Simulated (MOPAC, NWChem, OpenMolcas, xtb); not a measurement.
**AlH2Cl (SMILES [H][Al]([H])[Cl]): methods side by side**

The species is AlH2Cl (4 atoms), meant as a singlet with charge 0. SMILES: `[H][Al]([H])[Cl]`. Geometry: a GFN2-xTB relaxation, a rough one for these elements and not checked as a minimum.

Quantity: the dipole moment, in D. The values are calculated.

| level | kind | program | value (D) | CPU time |
| --- | --- | --- | --- | --- |
| MNDO | semi-empirical | MOPAC | 1.17 | under 2 s |
| PM6 | semi-empirical | MOPAC | 1.41 | under 2 s |
| GFN0-xTB | semi-empirical | xtb | 0.83 | under 2 s |
| GFN1-xTB | semi-empirical | xtb | 1.13 | under 2 s |
| UHF/STO-3G | Hartree–Fock | OpenMolcas | 2.31 | 1.8 s |
| HF/3-21G | Hartree–Fock | NWChem | 1.94 | 1.4 s |
| HF/def2-SVP | Hartree–Fock | NWChem | 0.65 | 5 s |
| SVWN5/STO-3G | LDA | OpenMolcas | 1.96 | 3 s |
| PBE/STO-3G | GGA | OpenMolcas | 1.88 | 3.1 s |
| PBE/6-31G* (spherical functions) | GGA | NWChem | 0.73 | 11 s |

The values span 0.65 to 2.31 D. Magnitudes only: a small dipole may point the other way at some levels. Sets without polarisation functions give poor dipoles. Times are those of the runs behind each value, whatever else they computed, on shared processors of several kinds: orders of magnitude only.
